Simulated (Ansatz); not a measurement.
Compare A (`C=CCC#N`) with its isomer B (`CC1=NC=C1`).

Program: Ansatz. Geometries: PBE0-D4/def2-TZVP. ΔE: electronic, gas phase. CCSD(T)/CBS adds triple-zeta CCSD(T) − MP2 to the extrapolated MP2 energy (def2 sets, frozen cores). DFT in def2-TZVPP. B3LYP here is the variant with VWN-RPA as its local correlation; programs differ in this. Each species was taken in one conformer, which may not be the lowest.

(1) Which is lower in electronic energy at CCSD(T)/CBS, and by how much? (Best estimate.)

(2) Give E(B) − E(A) in kJ/mol with B3LYP, MP2/def2-TZVPP, PBE0-D4, HF/def2-TZVPP, CCSD/def2-TZVPP, r2SCAN-D4, PBE-D4. (Best estimate.)

Largest T1 diagnostic: 0.019.

Answers

(1) The calculation gave: A, by 238.4 kJ/mol.

(2) Computed: B3LYP 249.1, MP2/def2-TZVPP 256.2, PBE0-D4 227.0, HF/def2-TZVPP 282.8, CCSD/def2-TZVPP 251.4, r2SCAN-D4 239.4, PBE-D4 220.9. None reverses the order clearly.

In def2-TZVPP, CCSD(T) changes the Hartree–Fock value by −39.4 kJ/mol (the triples alone add −8.1 kJ/mol) and MP2 by −26.5 kJ/mol. From PBE to PBE0 (25 % exact exchange), in def2-TZVPP and without D4, E(B) − E(A) moves by +6.1 kJ/mol.
